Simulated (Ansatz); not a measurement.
Geometry optimisation, RKS PBE0-D4/6-31G* (Ansatz 0.2.0).

Input:

```yaml
crystal:
  periodic: [false, false, false]
  atoms:
    - { symbol: Si, position_ang: [-0.51706, 0.203157, -0.260278] }
    - { symbol: C, position_ang: [0.134896, -0.211129, 2.72955] }
    - { symbol: H, position_ang: [0.068512, -0.622589, 3.7412] }
    - { symbol: H, position_ang: [0.823651, -0.818657, 2.141446] }
    - { symbol: H, position_ang: [0.499331, 0.816455, 2.783349] }
    - { symbol: H, position_ang: [0.498087, 1.092772, 0.359061] }
    - { symbol: H, position_ang: [-0.511949, 0.500715, -1.726548] }
    - { symbol: H, position_ang: [-0.123369, -1.224182, -0.10865] }
    - { symbol: Si, position_ang: [-2.622158, 0.596811, 0.448156] }
    - { symbol: H, position_ang: [-3.584581, 0.041276, -0.548102] }
    - { symbol: H, position_ang: [-2.958345, 0.003011, 1.772036] }
    - { symbol: H, position_ang: [-2.859628, 2.0676, 0.537864] }
    - { symbol: H, position_ang: [-0.872386, -0.224339, 2.285915] }
basis:
  gaussian: { orbitals: "6-31G*" }
hamiltonian:
  xc: pbe0
  dispersion: d4
relax:
  f_tol: 0.03
  max_steps: 50
```

Launched with:

```bash
$ ansatz run input.yaml --threads 1 --pin off --max-ram 2048MiB --backend cpu --events-out ev --progress --plain --runs-dir out
```

Task: Where does it end, and by what steps?

Result: The forces met the threshold. The force dipped under the threshold on the way, but the program's further checks kept it going. After 11 steps the energy has fallen by 0.247 eV; H13 moved furthest, 0.72 Å.

```
step  energy less start (eV)  largest force component (eV/Å)  accepted
   0                  0.0000                           1.148       yes
   1                 -0.1850                           0.176       yes
   2                 -0.2305                           0.076       yes
   3                 -0.1539                           0.412        no
   4                 -0.2394                           0.032       yes
   5                 -0.2436                           0.012       yes
   6                 -0.2445                           0.187       yes
   7                 -0.2460                           0.045       yes
   8                 -0.2465                           0.005       yes
   9                 -0.2469                           0.037       yes
  10                 -0.2468                           0.050        no
  11                 -0.2472                           0.013       yes
```

```xyz
13
Properties=species:S:1:pos:R:3
Si -0.610 0.284 -0.603
C 0.300 -0.339 3.154
H 0.526 -0.685 4.165
H 0.925 -0.875 2.435
H 0.500 0.733 3.082
H 0.397 1.080 0.154
H -0.528 0.664 -2.042
H -0.269 -1.162 -0.477
Si -2.765 0.693 0.205
H -3.774 -0.040 -0.614
H -2.897 0.246 1.621
H -3.078 2.150 0.141
H -0.754 -0.528 2.933
```

Time of the run: 36 s on 1 thread of Arm Neoverse V2 (shared host), peak memory 0.14 GiB.
